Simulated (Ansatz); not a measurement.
Ansatz (a first-principles code) input (B3LYP/6-31G*):

Ansatz 0.2 input:
```yaml
crystal:
  periodic: [false, false, false]
  atoms:
    - {symbol: C, position_ang: [0.00000000, 0.00000000, 0.74383937]}
    - {symbol: N, position_ang: [-0.00000000, -0.00000000, -0.43281564]}
    - {symbol: H, position_ang: [-0.00000000, -0.00000000, -1.43332678]}
basis:
  gaussian:
    orbitals: 6-31G*
hamiltonian:
  xc: {name: B3LYP}
phonons: {temperatures: {t_min: 298.15, t_max: 298.15, t_step: 100}}
```

Output:

```
WARN ansatz: RAYON_NUM_THREADS=1 ignored (pool sized by the plan → 1); use --threads N
Functional definition: B3LYP
integrals: 0.00 GiB planned
351 factors; integrals over basis functions are off by at most 2.4e-4 eV
mean field: 0.06 GiB planned
mean field evaluation 1: about -2538.9884 eV, gradient 3.5e1 eV
mean field evaluation 2: about -2537.0123 eV, gradient 4.7e1 eV
mean field evaluation 4: about -2541.4368 eV, gradient 6.6e-1 eV
mean field evaluation 8: about -2541.4376 eV, gradient 8.0e-4 eV
mean field -2541.43761041 eV, -93.3961095344 hartree, gradient 1.7e-5 eV, S^2 0.000000; 0 other end points of the search recorded, 0 dependent functions left out
the calculation of the forces begins
reference -2541.43773381 eV, -93.3961140691 hartree; 7, 7 occupied and 25, 25 virtual orbitals, 351 factors
these checks for a lower state are left out or cut short: stability, starts, cluster_reference, orbital_swaps, neighbouring_geometries, increment
integrals: 0.00 GiB planned
351 factors; integrals over basis functions are off by at most 2.4e-4 eV
mean field: 0.06 GiB planned
mean field evaluation 16: about -2541.4376 eV, gradient 6.8e-5 eV
mean field -2541.43760904 eV, -93.3961094840 hartree, gradient 2.3e-6 eV, S^2 0.000000; 0 other end points of the search recorded, 0 dependent functions left out
the calculation of the forces begins
reference -2541.43773244 eV, -93.3961140186 hartree; 7, 7 occupied and 25, 25 virtual orbitals, 351 factors
these checks for a lower state are left out or cut short: stability, starts, cluster_reference, orbital_swaps, neighbouring_geometries, increment
integrals: 0.00 GiB planned
351 factors; integrals over basis functions are off by at most 2.4e-4 eV
mean field: 0.06 GiB planned
mean field -2541.43760904 eV, -93.3961094840 hartree, gradient 2.3e-6 eV, S^2 0.000000; 0 other end points of the search recorded, 0 dependent functions left out
the calculation of the forces begins
reference -2541.43773244 eV, -93.3961140186 hartree; 7, 7 occupied and 25, 25 virtual orbitals, 351 factors
these checks for a lower state are left out or cut short: stability, starts, cluster_reference, orbital_swaps, neighbouring_geometries, increment
integrals: 0.00 GiB planned
351 factors; integrals over basis functions are off by at most 2.4e-4 eV
mean field: 0.06 GiB planned
mean field evaluation 32: about -2541.4376 eV, gradient 2.3e-6 eV
mean field -2541.43760904 eV, -93.3961094840 hartree, gradient 2.3e-6 eV, S^2 0.000000; 0 other end points of the search recorded, 0 dependent functions left out
the calculation of the forces begins
reference -2541.43773244 eV, -93.3961140186 hartree; 7, 7 occupied and 25, 25 virtual orbitals, 351 factors
these checks for a lower state are left out or cut short: stability, starts, cluster_reference, orbital_swaps, neighbouring_geometries, increment
integrals: 0.00 GiB planned
351 factors; integrals over basis functions are off by at most 2.4e-4 eV
mean field: 0.06 GiB planned
mean field -2541.43760904 eV, -93.3961094840 hartree, gradient 2.3e-6 eV, S^2 0.000000; 0 other end points of the search recorded, 0 dependent functions left out
the calculation of the forces begins
reference -2541.43773244 eV, -93.3961140186 hartree; 7, 7 occupied and 25, 25 virtual orbitals, 351 factors
these checks for a lower state are left out or cut short: stability, starts, cluster_reference, orbital_swaps, neighbouring_geometries, increment
integrals: 0.00 GiB planned
351 factors; integrals over basis functions are off by at most 2.4e-4 eV
mean field: 0.06 GiB planned
mean field -2541.43726299 eV, -93.3960967667 hartree, gradient 1.7e-6 eV, S^2 0.000000; 0 other end points of the search recorded, 0 dependent functions left out
the calculation of the forces begins
reference -2541.43738642 eV, -93.3961013030 hartree; 7, 7 occupied and 25, 25 virtual orbitals, 351 factors
these checks for a lower state are left out or cut short: stability, starts, cluster_reference, orbital_swaps, neighbouring_geometries, increment
integrals: 0.00 GiB planned
351 factors; integrals over basis functions are off by at most 2.4e-4 eV
mean field: 0.06 GiB planned
mean field -2541.43725902 eV, -93.3960966209 hartree, gradient 1.6e-6 eV, S^2 0.000000; 0 other end points of the search recorded, 0 dependent functions left out
the calculation of the forces begins
reference -2541.43738237 eV, -93.3961011540 hartree; 7, 7 occupied and 25, 25 virtual orbitals, 351 factors
these checks for a lower state are left out or cut short: stability, starts, cluster_reference, orbital_swaps, neighbouring_geometries, increment
integrals: 0.00 GiB planned
351 factors; integrals over basis functions are off by at most 2.4e-4 eV
mean field: 0.06 GiB planned
mean field -2541.43760391 eV, -93.3961092954 hartree, gradient 2.2e-6 eV, S^2 0.000000; 0 other end points of the search recorded, 0 dependent functions left out
the calculation of the forces begins
reference -2541.43772731 eV, -93.3961138301 hartree; 7, 7 occupied and 25, 25 virtual orbitals, 351 factors
these checks for a lower state are left out or cut short: stability, starts, cluster_reference, orbital_swaps, neighbouring_geometries, increment
integrals: 0.00 GiB planned
351 factors; integrals over basis functions are off by at most 2.4e-4 eV
mean field: 0.06 GiB planned
mean field evaluation 64: about -2541.4375 eV, gradient 1.4e-1 eV
mean field -2541.43760391 eV, -93.3961092954 hartree, gradient 2.2e-6 eV, S^2 0.000000; 0 other end points of the search recorded, 0 dependent functions left out
the calculation of the forces begins
reference -2541.43772731 eV, -93.3961138301 hartree; 7, 7 occupied and 25, 25 virtual orbitals, 351 factors
these checks for a lower state are left out or cut short: stability, starts, cluster_reference, orbital_swaps, neighbouring_geometries, increment
integrals: 0.00 GiB planned
351 factors; integrals over basis functions are off by at most 2.4e-4 eV
mean field: 0.06 GiB planned
mean field -2541.43760391 eV, -93.3961092954 hartree, gradient 2.2e-6 eV, S^2 0.000000; 0 other end points of the search recorded, 0 dependent functions left out
the calculation of the forces begins
reference -2541.43772731 eV, -93.3961138301 hartree; 7, 7 occupied and 25, 25 virtual orbitals, 351 factors
these checks for a lower state are left out or cut short: stability, starts, cluster_reference, orbital_swaps, neighbouring_geometries, increment
integrals: 0.00 GiB planned
351 factors; integrals over basis functions are off by at most 2.4e-4 eV
mean field: 0.06 GiB planned
mean field -2541.43760391 eV, -93.3961092954 hartree, gradient 2.2e-6 eV, S^2 0.000000; 0 other end points of the search recorded, 0 dependent functions left out
the calculation of the forces begins
reference -2541.43772731 eV, -93.3961138301 hartree; 7, 7 occupied and 25, 25 virtual orbitals, 351 factors
these checks for a lower state are left out or cut short: stability, starts, cluster_reference, orbital_swaps, neighbouring_geometries, increment
integrals: 0.00 GiB planned
351 factors; integrals over basis functions are off by at most 2.4e-4 eV
mean field: 0.06 GiB planned
mean field -2541.43709466 eV, -93.3960905808 hartree, gradient 2.1e-6 eV, S^2 0.000000; 0 other end points of the search recorded, 0 dependent functions left out
the calculation of the forces begins
reference -2541.43721802 eV, -93.3960951142 hartree; 7, 7 occupied and 25, 25 virtual orbitals, 351 factors
these checks for a lower state are left out or cut short: stability, starts, cluster_reference, orbital_swaps, neighbouring_geometries, increment
integrals: 0.00 GiB planned
351 factors; integrals over basis functions are off by at most 2.4e-4 eV
mean field: 0.06 GiB planned
mean field evaluation 96: about -2541.4371 eV, gradient 1.4e-6 eV
mean field -2541.43709686 eV, -93.3960906618 hartree, gradient 1.4e-6 eV, S^2 0.000000; 0 other end points of the search recorded, 0 dependent functions left out
the calculation of the forces begins
reference -2541.43722029 eV, -93.3960951977 hartree; 7, 7 occupied and 25, 25 virtual orbitals, 351 factors
these checks for a lower state are left out or cut short: stability, starts, cluster_reference, orbital_swaps, neighbouring_geometries, increment
integrals: 0.00 GiB planned
351 factors; integrals over basis functions are off by at most 2.4e-4 eV
mean field: 0.06 GiB planned
mean field -2541.43760851 eV, -93.3961094646 hartree, gradient 1.1e-6 eV, S^2 0.000000; 0 other end points of the search recorded, 0 dependent functions left out
the calculation of the forces begins
reference -2541.43773191 eV, -93.3961139993 hartree; 7, 7 occupied and 25, 25 virtual orbitals, 351 factors
these checks for a lower state are left out or cut short: stability, starts, cluster_reference, orbital_swaps, neighbouring_geometries, increment
integrals: 0.00 GiB planned
351 factors; integrals over basis functions are off by at most 2.4e-4 eV
mean field: 0.06 GiB planned
mean field -2541.43760851 eV, -93.3961094646 hartree, gradient 1.1e-6 eV, S^2 0.000000; 0 other end points of the search recorded, 0 dependent functions left out
the calculation of the forces begins
reference -2541.43773191 eV, -93.3961139993 hartree; 7, 7 occupied and 25, 25 virtual orbitals, 351 factors
these checks for a lower state are left out or cut short: stability, starts, cluster_reference, orbital_swaps, neighbouring_geometries, increment
integrals: 0.00 GiB planned
351 factors; integrals over basis functions are off by at most 2.4e-4 eV
mean field: 0.06 GiB planned
mean field -2541.43760851 eV, -93.3961094646 hartree, gradient 1.1e-6 eV, S^2 0.000000; 0 other end points of the search recorded, 0 dependent functions left out
the calculation of the forces begins
reference -2541.43773191 eV, -93.3961139993 hartree; 7, 7 occupied and 25, 25 virtual orbitals, 351 factors
these checks for a lower state are left out or cut short: stability, starts, cluster_reference, orbital_swaps, neighbouring_geometries, increment
integrals: 0.00 GiB planned
351 factors; integrals over basis functions are off by at most 2.4e-4 eV
mean field: 0.06 GiB planned
mean field -2541.43760851 eV, -93.3961094646 hartree, gradient 1.1e-6 eV, S^2 0.000000; 0 other end points of the search recorded, 0 dependent functions left out
the calculation of the forces begins
reference -2541.43773191 eV, -93.3961139993 hartree; 7, 7 occupied and 25, 25 virtual orbitals, 351 factors
these checks for a lower state are left out or cut short: stability, starts, cluster_reference, orbital_swaps, neighbouring_geometries, increment
integrals: 0.00 GiB planned
351 factors; integrals over basis functions are off by at most 2.4e-4 eV
mean field: 0.06 GiB planned
mean field evaluation 128: about -2541.4375 eV, gradient 3.7e-5 eV
mean field -2541.43745478 eV, -93.3961038150 hartree, gradient 1.1e-6 eV, S^2 0.000000; 0 other end points of the search recorded, 0 dependent functions left out
the calculation of the forces begins
reference -2541.43757817 eV, -93.3961083493 hartree; 7, 7 occupied and 25, 25 virtual orbitals, 351 factors
these checks for a lower state are left out or cut short: stability, starts, cluster_reference, orbital_swaps, neighbouring_geometries, increment
integrals: 0.00 GiB planned
351 factors; integrals over basis functions are off by at most 2.4e-4 eV
mean field: 0.06 GiB planned
mean field -2541.43745656 eV, -93.3961038803 hartree, gradient 2.3e-6 eV, S^2 0.000000; 0 other end points of the search recorded, 0 dependent functions left out
the calculation of the forces begins
reference -2541.43757996 eV, -93.3961084153 hartree; 7, 7 occupied and 25, 25 virtual orbitals, 351 factors
Total energy: -2541.43773381 eV, -93.3961140691 hartree
Atom 0 at     0.000000     0.000000     0.743839 Å, force     0.000000    -0.000000     0.000043 eV/Å
Atom 1 at    -0.000000    -0.000000    -0.432816 Å, force    -0.000000     0.000000    -0.000022 eV/Å
Atom 2 at    -0.000000    -0.000000    -1.433327 Å, force     0.000000    -0.000000    -0.000021 eV/Å
Dipole moment:     0.000000     0.000000    -0.610794 e Å
Vibrations: 463.02 463.02 2111.35 3824.92 cm⁻¹, zero-point energy 0.425410 eV
```

The blocks after the first are displaced geometries, from whose forces the wavenumbers follow.
